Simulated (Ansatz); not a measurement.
# C2HF (fluoroacetylene): levels of theory compared

Aim: a comparison of 6 runs (UHF/STO-3G, r2SCAN0/STO-3G, revPBE/STO-3G, RPA@PBE/STO-3G, CCSDT(Q)/STO-3G, CCSD/STO-3G) of C2HF (fluoroacetylene). 

The calculation is run with Ansatz 0.2.0.

49 further runs of the same task are left out: 5 that didn't finish, 44 set aside as unsound or not needed.

## (1) The system as given

C2HF has 4 atoms, charge 0, and is taken as a singlet. SMILES: `C#CF`. The H4–C1 distance was set to 1.594 Å, away from the relaxed value. At this shape a bond of the SMILES string is far longer than usual.

Bond lengths: C1–C2 1.192 Å, C2–F3 1.270 Å. Angles: C1–C2–F3 180.0°. A long bond or contact: C1–H4 1.594 Å.

## (2) The energy at UHF/STO-3G (run 1)

job.yaml reads:

```yaml
crystal:
  periodic: [false, false, false]
  atoms:
    - {symbol: C, position_ang: [-0.065103, 0.081261, -0.052363]}
    - {symbol: C, position_ang: [0.599197, -0.752689, 0.481667]}
    - {symbol: F, position_ang: [1.306527, -1.640859, 1.050157]}
    - {symbol: H, position_ang: [-0.952830, 1.196740, -0.765890]}
basis:
  gaussian:
    orbitals: STO-3G
magnetization:
  spin_polarized: true
hamiltonian:
  xc: hf
accuracy: high
```

Launch:

```sh
$ ansatz run job.yaml --threads 1 --pin off --max-ram 3480MiB --events-out events.jsonl --progress --plain --runs-dir runs
```

Output:

```text
Warning: RAYON_NUM_THREADS=1 ignored (pool sized by the plan → 1); use --threads N
Functional definition: HF
  name "HF"
  exchange = exact_x
  correlation = 0
270 factors; integrals over basis functions are off by at most 4.2e-8 eV
mean field evaluation 1: about -4710.9577 eV, gradient 1.4e1 eV
mean field evaluation 2: about -4710.9892 eV, gradient 1.4e1 eV
mean field evaluation 4: about -4712.2970 eV, gradient 1.9e0 eV
mean field evaluation 8: about -4712.3274 eV, gradient 2.0e-2 eV
mean field evaluation 16: about -4712.4032 eV, gradient 4.6e-1 eV
mean field -4712.44459505 eV, -173.1791446583 hartree, gradient 2.1e-8 eV, S^2 0.449501; 1 other end points of the search recorded, 0 dependent functions left out
reference -4712.44459505 eV, -173.1791446583 hartree; 11, 11 occupied and 5, 5 virtual orbitals, 270 factors
Total energy: -4712.44459505 eV, -173.1791446583 hartree
```

It took 0.24 s on 1 thread of Intel Xeon Platinum 8259CL at 2.50GHz (Skylake/Cascade Lake), shared host.

## (3) A single-point energy at r2SCAN0/STO-3G (run 2)

job.yaml reads:

```yaml
crystal:
  periodic: [false, false, false]
  atoms:
    - symbol: C
      position_ang: [-0.065103, 0.081261, -0.052363]
    - symbol: C
      position_ang: [0.599197, -0.752689, 0.481667]
    - symbol: F
      position_ang: [1.306527, -1.640859, 1.050157]
    - symbol: H
      position_ang: [-0.952830, 1.196740, -0.765890]
basis:
  gaussian:
    orbitals: STO-3G
magnetization:
  spin_polarized: false
  initial_magnetization: 0
hamiltonian:
  xc: {name: r2SCAN0}
accuracy: high
```

Launch:

```sh
$ ansatz run job.yaml --threads 1 --pin off --max-ram 3480MiB --events-out events.jsonl --progress --plain --runs-dir runs
```

Output:

```text
Warning: RAYON_NUM_THREADS=1 ignored (pool sized by the plan → 1); use --threads N
Functional definition: r2SCAN0
  name "r2SCAN0"
  parameter a = 0.25
  parameter k0 = 0.174
  parameter k1 = 0.065
  parameter a1 = 4.9479
  exchange = (1 - a)*r2scan_x(k0 = k0, k1 = k1, a1 = a1) + a*exact_x
  correlation = r2scan_c
270 factors; integrals over basis functions are off by at most 4.2e-8 eV
mean field evaluation 1: about -4732.2636 eV, gradient 2.1e1 eV
mean field evaluation 2: about -4728.4340 eV, gradient 4.3e1 eV
mean field evaluation 4: about -4733.5640 eV, gradient 6.8e-1 eV
mean field evaluation 8: about -4733.4811 eV, gradient 3.4e-3 eV
mean field -4733.48113482 eV, -173.9522232360 hartree, gradient 8.2e-8 eV, S^2 0.000000; 0 other end points of the search recorded, 0 dependent functions left out
reference -4733.48113502 eV, -173.9522232434 hartree; 11, 11 occupied and 5, 5 virtual orbitals, 270 factors
Total energy: -4733.48113502 eV, -173.9522232434 hartree
```

It took 1.7 s on 1 thread of Intel Xeon Platinum 8259CL at 2.50GHz (Skylake/Cascade Lake), shared host; peak memory 0.14 GiB.

Runs 3 to 4 aren't shown in full; the table further down has their settings and results.

## (4) The energy at CCSDT(Q)/STO-3G (run 5)

input.yaml reads:

```yaml
crystal:
  periodic: [false, false, false]
  atoms:
    - {symbol: C, position_ang: [-0.065103, 0.081261, -0.052363]}
    - {symbol: C, position_ang: [0.599197, -0.752689, 0.481667]}
    - {symbol: F, position_ang: [1.306527, -1.640859, 1.050157]}
    - {symbol: H, position_ang: [-0.952830, 1.196740, -0.765890]}
basis:
  gaussian: {orbitals: STO-3G}
correlation: {method: ccsdt_q, frozen_orbitals: {C: 1, F: 1, H: 0}}
accuracy: high
scf: {omitted_lower_state_checks: [cluster_reference, increment]}
```

Launch:

```sh
$ ansatz run input.yaml --threads 1 --pin off --max-ram 3480MiB --events-out events.jsonl --progress --plain --runs-dir runs
```

Output:

```text
Warning: RAYON_NUM_THREADS=1 ignored (pool sized by the plan → 1); use --threads N
[... 11 lines left out ...]
3 core orbitals not correlated: weight in the atoms' cores, before any rotation towards them, 1.000 or more for the frozen orbitals, at most 0.000 for the correlated occupied ones
[... 29 lines left out ...]
Total energy: -4718.26387560 eV, -173.3929992741 hartree
Checks for a lower state left out: cluster_reference, increment
```

It took 0.65 s on 1 thread of Intel Xeon Platinum 8259CL at 2.50GHz (Skylake/Cascade Lake), shared host.

## (5) A single-point energy at CCSD/STO-3G (run 6)

in.yaml reads:

```yaml
crystal:
  periodic: [false, false, false]
  atoms:
    - {symbol: C, position_ang: [-0.065103, 0.081261, -0.052363]}
    - {symbol: C, position_ang: [0.599197, -0.752689, 0.481667]}
    - {symbol: F, position_ang: [1.306527, -1.640859, 1.050157]}
    - {symbol: H, position_ang: [-0.952830, 1.196740, -0.765890]}
basis:
  gaussian:
    orbitals: STO-3G
correlation:
  method: ccsd
  frozen_orbitals: {C: 1, F: 1, H: 0}
accuracy: high
scf:
  omitted_lower_state_checks: [cluster_reference, increment]
```

Launch:

```sh
$ ansatz run in.yaml --threads 1 --pin off --max-ram 3480MiB --events-out events.jsonl --progress --plain --runs-dir runs
```

Output:

```text
Warning: RAYON_NUM_THREADS=1 ignored (pool sized by the plan → 1); use --threads N
[... 11 lines left out ...]
3 core orbitals not correlated: weight in the atoms' cores, before any rotation towards them, 1.000 or more for the frozen orbitals, at most 0.000 for the correlated occupied ones
[... 24 lines left out ...]
Total energy: -4718.10123163 eV, -173.3870222185 hartree
Checks for a lower state left out: cluster_reference, increment
```

It took 0.18 s on 1 thread of Intel Xeon Platinum 8259CL at 2.50GHz (Skylake/Cascade Lake), shared host.

## (6) Overview of the runs

| run | level | frozen core orbitals | energy (Eh) | wall time |
| --- | --- | --- | --- | --- |
| 1 | UHF/STO-3G | – | -173.179145 | 0.24 s |
| 2 | r2SCAN0/STO-3G | – | -173.952223 | 1.7 s |
| 3 | revPBE/STO-3G | – | -174.009683 | 0.76 s |
| 4 | RPA@PBE/STO-3G | 3 | -173.454453 | 1.1 s |
| 5 | CCSDT(Q)/STO-3G | 3 | -173.392999 | 0.65 s |
| 6 | CCSD/STO-3G | 3 | -173.387022 | 0.18 s |

## (7) Summary of results

| quantity | value |
| --- | --- |
| run 6: total energy | -173.38702 Eh |
| run 6: correlation energy (3 core orbitals frozen) | -212.2 mEh |
| run 6: T1 diagnostic | 0.010 |

Below the UHF energy at the same shape and in the same basis (STO-3G): CCSDT(Q) -213.9 mEh; CCSD -207.9 mEh. Some of these start from another determinant than that one, so these aren't their correlation energies. Totals of different functionals can't be ranked against each other. In runs 5, 6 the log says that unrestricted orbitals would lower the reference, so the values rest on an unstable closed-shell determinant (other closed-shell runs at this shape may share the fault). In runs 1, 2, 3, 4, 5, 6 the basis is minimal, so the values are rough. Spin contamination of the reference: run 1 ⟨S²⟩ = 0.45. All runs together took 4.6 s, the longest 1.7 s.
